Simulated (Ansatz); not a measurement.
**CH7BSi: basis-set convergence**

The task here is to estimate one member of a computed series from the others.

Computed with Ansatz 0.2.0, Gaussian basis. Level: one geometry, several basis sets.

Levels to be run: PBE0-D4/def2-SVP; ωB97M-V/def2-SVP; PBE0-D4/def2-QZVPP; ωB97M-V/def2-QZVPP; the functionals' def2-TZVPP values are taken from earlier runs.

1 further run of the same task is left out (it didn't finish).

**Structure used throughout**

All runs share one geometry, relaxed beforehand with PBE0-D4 in a triple-zeta def2 set.

SMILES `CB[SiH3]`, 10 atoms, charge 0, spin multiplicity 1.

Atoms are counted from 1 here; the program's logs count them from 0.

Bond lengths: C1–B2 1.550 Å, C1–H4 1.106 Å, C1–H5 1.092 Å, C1–H6 1.091 Å, B2–Si3 2.018 Å, B2–H7 1.201 Å, Si3–H8 1.491 Å, Si3–H9 1.491 Å, Si3–H10 1.494 Å. Angles: B2–C1–H4 102.7°, B2–C1–H5 114.9°, B2–C1–H6 116.2°, H4–C1–H5 105.3°, H4–C1–H6 106.0°, H5–C1–H6 110.4°, C1–B2–Si3 124.4°, C1–B2–H7 118.6°, Si3–B2–H7 117.0°, B2–Si3–H8 111.7°, B2–Si3–H9 114.0°, B2–Si3–H10 107.9°, H8–Si3–H9 108.2°, H8–Si3–H10 107.1°, H9–Si3–H10 107.6°.

As a file:

```xyz
10

C    -1.08786    0.97496   -0.57691
B     0.11202    0.00033   -0.68995
Si    1.01413   -0.88314    0.88483
H    -1.95839    0.30746   -0.71618
H    -1.15786    1.71223   -1.37998
H    -1.22860    1.45413    0.39341
H     0.51679   -0.28816   -1.78373
H     1.15423   -2.35413    0.68552
H     0.32494   -0.65419    2.18669
H     2.39370   -0.32078    0.99930
```

Set-up of the first run:

The input, in.yaml:

```yaml
crystal:
  periodic: [false, false, false]
  atoms:
    - {symbol: C, position_ang: [-1.087858, 0.974956, -0.576913]}
    - {symbol: B, position_ang: [0.112022, 0.000328, -0.689947]}
    - {symbol: Si, position_ang: [1.014128, -0.883143, 0.884833]}
    - {symbol: H, position_ang: [-1.958392, 0.307457, -0.716175]}
    - {symbol: H, position_ang: [-1.157861, 1.712226, -1.379982]}
    - {symbol: H, position_ang: [-1.228599, 1.454133, 0.393409]}
    - {symbol: H, position_ang: [0.516787, -0.288162, -1.783731]}
    - {symbol: H, position_ang: [1.154229, -2.354129, 0.685516]}
    - {symbol: H, position_ang: [0.324945, -0.654189, 2.186687]}
    - {symbol: H, position_ang: [2.393701, -0.320777, 0.999304]}
basis:
  gaussian: {orbitals: def2-SVP}
hamiltonian: {xc: pbe0, dispersion: d4}
output: {orbitals: {seedname: orbitals}}
```

Among the steps run: PBE0-D4 in def2-SVP; ωB97M-V in def2-SVP; PBE0-D4 in def2-QZVPP; ωB97M-V in def2-QZVPP.

One table of the session follows, with a row left open; its other results are not shown here.

It belongs to the step «Density functionals: the series». 

```
functional       basis  HOMO (eV)  LUMO (eV)
   PBE0-D4    def2-SVP      -7.91      -1.77
   PBE0-D4  def2-TZVPP          ?          ?
   PBE0-D4  def2-QZVPP      -7.92      -1.83
   ωB97M-V    def2-SVP     -10.04       0.28
   ωB97M-V  def2-TZVPP     -10.08       0.14
   ωB97M-V  def2-QZVPP     -10.08       0.11
```

Q: Estimate the row for PBE0-D4, def2-TZVPP from the others.

As computed: HOMO (eV): -7.92; LUMO (eV): -1.82.
